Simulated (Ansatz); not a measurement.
**C₄H₉O radical: one species, many methods**

Aim: compute C₄H₉O radical with functionals from several rungs and with coupled cluster. The yardstick is the atomisation energy at the CCSD(T) limit.

Computed with Ansatz 0.2.0, Gaussian basis. Level: functionals in def2-TZVPP, the program's frozen cores in correlated methods.

Plan: PBE-D4, r2SCAN-D4, PBE0-D4, B3LYP-D4, ωB97X-V, ωB97M-V, B2PLYP; CCSD(T)/def2-TZVPP; MP2/def2-QZVPP; extrapolation to the limit.

## 1. The relaxed structure

All runs share one geometry, relaxed beforehand with PBE0-D4 in a triple-zeta def2 set.

SMILES `[CH2]COCC`, 14 atoms, charge 0, spin multiplicity 2.

Atoms are counted from 1 here; the program's logs count them from 0.

Bond lengths: C1–C2 1.480 Å, C1–H6 1.083 Å, C1–H7 1.083 Å, C2–O3 1.408 Å, C2–H8 1.100 Å, C2–H9 1.101 Å, O3–C4 1.413 Å, C4–C5 1.515 Å, C4–H10 1.093 Å, C4–H11 1.099 Å, C5–H12 1.092 Å, C5–H13 1.092 Å, C5–H14 1.093 Å. Angles: C2–C1–H6 120.7°, C2–C1–H7 119.6°, H6–C1–H7 118.8°, C1–C2–O3 113.6°, C1–C2–H8 110.4°, C1–C2–H9 110.3°, O3–C2–H8 104.9°, O3–C2–H9 111.5°, H8–C2–H9 105.7°, C2–O3–C4 114.3°, O3–C4–C5 113.2°, O3–C4–H10 105.5°, O3–C4–H11 110.1°, C5–C4–H10 110.0°, C5–C4–H11 110.5°, H10–C4–H11 107.4°, C4–C5–H12 110.5°, C4–C5–H13 112.1° and more.

## 2. PBE-D4 (GGA)

in.yaml

```yaml
crystal:
  periodic: [false, false, false]
  atoms:
    - {symbol: C, position_ang: [-1.464283, -1.498963, 0.258898]}
    - {symbol: C, position_ang: [-0.007845, -1.352536, 0.039927]}
    - {symbol: O, position_ang: [0.321165, -0.431065, -0.972648]}
    - {symbol: C, position_ang: [0.045352, 0.915256, -0.645674]}
    - {symbol: C, position_ang: [1.077410, 1.528185, 0.279063]}
    - {symbol: H, position_ang: [-1.845304, -1.906813, 1.186661]}
    - {symbol: H, position_ang: [-2.146840, -1.366578, -0.571599]}
    - {symbol: H, position_ang: [0.427290, -2.306553, -0.294073]}
    - {symbol: H, position_ang: [0.498153, -1.108516, 0.986441]}
    - {symbol: H, position_ang: [0.033976, 1.449959, -1.598593]}
    - {symbol: H, position_ang: [-0.959630, 0.999384, -0.209194]}
    - {symbol: H, position_ang: [2.076285, 1.443305, -0.153968]}
    - {symbol: H, position_ang: [1.086423, 1.047431, 1.259833]}
    - {symbol: H, position_ang: [0.857838, 2.587503, 0.434917]}
basis:
  gaussian: {orbitals: def2-TZVPP}
magnetization: {spin_polarized: true, initial_magnetization: 1}
hamiltonian: {xc: pbe, dispersion: d4}
output: {forces: true, orbitals: {seedname: orbitals}}
```

Command:

```console
$ ansatz run in.yaml --threads 2 --pin off --events-out ev --progress --plain --max-ram 32768MiB --backend cuda --devices 0, --max-vram 18GiB
```

After this run come: r2SCAN-D4 (meta-GGA); PBE0-D4 (hybrid); B3LYP-D4 (hybrid); ωB97X-V (range-separated); ωB97M-V (range-separated); B2PLYP (double hybrid); CCSD(T) in def2-TZVPP; MP2 in def2-QZVPP.

Q: Predict the results of all the runs planned. Wanted: atomisation energy, CCSD(T)/CBS; farthest; mean size of error, hybrid; mean size of error, range-separated; gap, smallest and largest; T1 diagnostic; triples share of the correlation energy.

The runs gave:

| quantity | value |
| --- | --- |
| atomisation energy, CCSD(T)/CBS | 5359.1 kJ/mol |
| functionals within 26.8 kJ/mol (0.5 %) | B3LYP-D4, ωB97X-V, ωB97M-V |
| farthest | PBE-D4 (+124.5 kJ/mol) |
| mean size of error, hybrid | 29.7 kJ/mol |
| mean size of error, range-separated | 14.5 kJ/mol |
| gap, smallest and largest | 2.14 eV (PBE-D4), 9.05 eV (ωB97X-V) |
| T1 diagnostic | 0.0111 |
| triples share of the correlation energy | 3.6 % |

PBE-D4 misses by +124.5 kJ/mol. Double hybrids carry the basis error of their MP2 part in triple zeta, and no dispersion term here, so their miss is partly the set-up's. The reference freezes the cores and leaves out relativity and excitations past (T), so misses under about 26.8 kJ/mol can't be ranked. Hartree-Fock recovers 74 % of the binding; the rest is correlation. Orbital gaps span 2.1 to 9.1 eV; exact exchange widens them.
